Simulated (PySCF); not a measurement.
Homolysis of single bonds, series SiH2(OH)-X. All species are isolated molecules in the gas phase. One relaxed conformer stands for each flexible species; it need not be the lowest. Strings in code marks are SMILES.

Method: PBE0-D4/def2-TZVP in PySCF. 

| species | highest occupied spin orbital (eV) |
|---|---|
| radical fragment (`[OH]`) | -9.09 |
| whole molecule (`[SiH2](C)O` (C–Si–O–H torsion 70°)) | – |
| radical fragment (`C[SiH2]`) | -5.90 |
| whole molecule (`O[SiH2]CC` (C–C–Si–O torsion -58°, C–Si–O–H torsion -73°)) | – |
| radical fragment (`[F]`) | -12.46 |
| radical fragment (`CN(C)[SiH2]`) | -5.07 |
| radical fragment (`[C]#N`) | -10.83 |
| radical fragment (`[SiH2]C#N`) | -7.21 |
| radical fragment (`O=C[SiH2]`) | -6.57 |
| whole molecule (`OC(=O)[SiH2]O`) | – |
| radical fragment (`O=C(O)[SiH2]`) | -6.66 |
| radical fragment (`CS[SiH2]`) | -5.78 |
